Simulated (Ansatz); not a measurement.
## Structure relaxation of Ta2Tl

Theory: DFT PBE, scalar-relativistic, plane waves, PAW (Ansatz 0.2.0). Cutoff 420 eV, Γ-centred k mesh, Gaussian smearing, no spin polarisation in the final step.

Ta2Tl was placed on the cuprite structure type (Pn-3m, No. 224), with Tl in place of O, Ta in place of Cu, at a guessed volume.

```
Ta Tl
1.0
     5.20583    0.00000    0.00000
     0.00000    5.20583    0.00000
     0.00000    0.00000    5.20583
Ta Tl
4 2
Direct
  0.25000 0.25000 0.25000
  0.25000 0.75000 0.75000
  0.75000 0.75000 0.25000
  0.75000 0.25000 0.75000
  0.00000 0.00000 0.00000
  0.50000 0.50000 0.50000
```

Cell and atoms relax at zero pressure; the relaxation can't lower the symmetry of the start. After a coarse first stage the cell is made exact in the group found at 0.06 Å.

Energies over the elements count from the elements' standard structures at the same level, with no empirical corrections.

(1) Describe the relaxed structure.

(2) What are its volume, energy, density and gap?

Results:

(1) It keeps Pn-3m (No. 224). The result has the cuprite structure. Conventional cell: a = 5.887 Å. Around Ta lie 2 Tl at 2.55 Å; Tl is coordinated by 4 Ta at 2.55 Å.

```xyz
6
Lattice="5.8866 0.0000 0.0000 0.0000 5.8866 0.0000 0.0000 0.0000 5.8866" Properties=species:S:1:pos:R:3 pbc="T T T"
Ta    1.4717    1.4717    1.4717
Ta    1.4717    4.4150    4.4150
Ta    4.4150    4.4150    1.4717
Ta    4.4150    1.4717    4.4150
Tl    0.0000    0.0000    0.0000
Tl    2.9433    2.9433    2.9433
```

(2) The volume per atom is 34.00 Å³ and the density is 9.22 g/cm³. The energy over the elements is 3.63 eV/atom. The gap on the 6×6×6 mesh is 0 eV (a metal).

The final run used a 6×6×6 mesh on its 6-atom cell and 0.10 eV smearing. For metals, differences of a few meV/atom aren't resolved. Spin–orbit coupling is left out. A structure relaxed within its symmetry needn't be a true minimum. The steps took of the order of 40 core-seconds in all.

Cost: 3 runs of about 0.7 core-minutes in all, on Intel Xeon Platinum 8375C (Ice Lake) (shared hosts).